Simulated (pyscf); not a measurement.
Optimised with ωB97X-D3(BJ)/def2-SVP in PySCF.

How much does it cost (ΔH, 298 K, ωB97M-D3(BJ)/def2-TZVP) to split F–W(F)(F)(F)(F)–NH–SiH₃ at its N–Si bond into [HN–W(F)(F)(F)(F)–F]• + SiH₃•?

N–Si to [HN–W(F)(F)(F)(F)–F]• + SiH₃•: 464.5 kJ/mol. The 7 functionals that were run give +428.8 (PBE) to +478.1 kJ/mol (ωB97X-D3(BJ)/def2-TZVP). The radicals are drawn with the spin at the cut bond; how far it spreads was not checked. Other isomers of [HN–W(F)(F)(F)(F)–F]• were not searched in full and may lie lower. Open-shell species with a d-block atom are single-reference here; other states, and whether the spin sits on metal or ligand, were not checked. Elements past Kr carry the def2 core potentials, without spin-orbit coupling.
